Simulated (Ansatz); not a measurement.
# H₅LiNSi+ (SMILES [Li][SiH2][NH3+]): one structure at several levels

One table from this session's results is given with a row withheld; the runs are named, their logs left out.

The runs use Ansatz 0.2.0, Gaussian basis; single points in def2-TZVPP.

Correlated methods freeze the cores. The outer core shell of Li, Na, Mg and K is correlated.

## Where the work starts

SMILES `[Li][SiH2][NH3+]`, 8 atoms, charge 1, spin multiplicity 1.

Atoms are counted from 1 here; the program's logs count them from 0.

Bond lengths: Li1–Si2 2.364 Å, Si2–H4 1.374 Å, Si2–H5 1.624 Å, N3–H6 0.844 Å, N3–H7 0.864 Å, N3–H8 0.997 Å. Angles: Li1–Si2–H4 135.3°, Li1–Si2–H5 122.5°, H4–Si2–H5 92.5°, H6–N3–H7 112.2°, H6–N3–H8 98.7°, H7–N3–H8 116.2°.

Geometry (Å):

```xyz
8
H5LiNSi
Li   -2.7497    1.1870   -0.0277
Si   -0.6182    0.4893   -0.7747
N     0.5623   -0.6177    0.6716
H    -0.1414   -0.1873   -1.8717
H     0.6862    1.4542   -0.7143
H     0.5540   -0.2877    1.4489
H     1.3632   -0.6938    0.3577
H     0.0823   -1.4702    0.8640
```

Set-up of the first run:

Contents of run/in.yaml:

```yaml
crystal:
  periodic: [false, false, false]
  atoms:
    - {symbol: Li, position_ang: [-2.749700, 1.187000, -0.027700]}
    - {symbol: Si, position_ang: [-0.618200, 0.489300, -0.774700]}
    - {symbol: N, position_ang: [0.562300, -0.617700, 0.671600]}
    - {symbol: H, position_ang: [-0.141400, -0.187300, -1.871700]}
    - {symbol: H, position_ang: [0.686200, 1.454200, -0.714300]}
    - {symbol: H, position_ang: [0.554000, -0.287700, 1.448900]}
    - {symbol: H, position_ang: [1.363200, -0.693800, 0.357700]}
    - {symbol: H, position_ang: [0.082300, -1.470200, 0.864000]}
basis:
  gaussian: {orbitals: def2-TZVPP}
total_charge: 1
correlation: {method: ccsd_t}
output: {forces: true}
```

No record of the launch command was kept for these runs.

Steps of the session up to this table: CCSD(T)/def2-TZVPP; PBE0-D4/def2-TZVPP; wB97M-V/def2-TZVPP; r2SCAN-D4/def2-TZVPP; PBE-D4/def2-TZVPP; CAM-B3LYP-D4/def2-TZVPP; BHLYP-D4/def2-TZVPP.

One table of the session follows, with a row left open; its other results are not shown here.

| method | RMS force component (eV/Å) | angle to CCSD(T) forces (°) |
| --- | --- | --- |
| CCSD(T) | 4.691 | reference |
| PBE0-D4 | 4.675 | 0.7 |
| wB97M-V | 4.654 | 0.4 |
| r2SCAN-D4 | ? | ? |
| PBE-D4 | 4.724 | 2.2 |
| CAM-B3LYP-D4 | 4.650 | 0.5 |
| BHLYP-D4 | 4.562 | 1.7 |

**Question.** Estimate the row for r2SCAN-D4.

As computed: RMS force component (eV/Å): 4.645; angle to CCSD(T) forces (°): 0.6. In the column «RMS force component (eV/Å)» it lies between BHLYP-D4 (4.562) and CAM-B3LYP-D4 (4.650).
